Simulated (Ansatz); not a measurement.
**C3H5 (charge +1), singlet: CASSCF and its corrections**

Calculated in Ansatz's Gaussian-basis code. Basis cc-pVTZ, nonrelativistic, 3 orbitals frozen in the corrections. State-specific CASSCF; RHF is the lowest restricted (open-shell) Hartree–Fock solution met. No symmetry is imposed, so a solution can break that of the shape. No proof that the lowest CASSCF solution was found.

Geometry:

```tsv
atom	x (Å)	y (Å)	z (Å)
C	0.0000	0.0000	0.4300
C	0.0000	1.1900	-0.2500
C	0.0000	-1.1900	-0.2500
H	0.0000	0.0000	1.5100
H	0.0000	2.1400	0.2800
H	0.0000	-2.1400	0.2800
H	0.0000	1.2100	-1.3400
H	0.0000	-1.2100	-1.3400
```

Task: What do CASSCF and its corrections give against RHF in CAS(2,3), and what are the occupations?

Result: CASSCF -0.817 eV, SC-NEVPT2 -12.437 eV; occupations 1.90, 0.08, 0.02.

Task: Roughly how much CPU time does a whole run from the default start take (median of such runs, summed over threads; nearly all runs on one pinned thread of a shared server, mostly Xeon at 2.3 to 2.6 GHz, by a development driver)?

Result: CAS(2,3): about 53 s. Other jobs ran beside these, and the count of passes differs.
